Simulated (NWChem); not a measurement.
methanethiol (CH$_{4}$S); SMILES CS

```xyz
6

C      0.0074     1.1441     0.0000
S      0.0737    -0.6669     0.0000
H     -0.4860     1.5372     0.8999
H      1.0505     1.4893     0.0000
H     -0.4860     1.5372    -0.8999
H     -1.2593    -0.8806     0.0000
```
Atoms are numbered in this order, from 1.

Results from NWChem. Geometry optimised at PBE0/def2-SVP; all other runs use it. Pople sets run with spherical d functions. Vzz has the sign of the potential's second derivative.

```csv
quantity,level,value
dipole in solution (D) in chloroform,"M05-2X/6-31G*, SMD",2.13
"vertical, lowest triplet (eV)","Hartree-Fock/6-31+G*, TDHF",5.17
anisotropy (bohr³) at 589 nm,B3LYP/def2-TZVPD,9.6
−ε(HOMO) (eV),B3LYP/6-31+G*,6.57
Vzz S2 (a.u.),B3LYP/cc-pVTZ,-2.785
dipole (D),PBE0/def2-SVP,1.58
highest harmonic frequency (cm⁻¹),PBE0/def2-SVP,3187
```
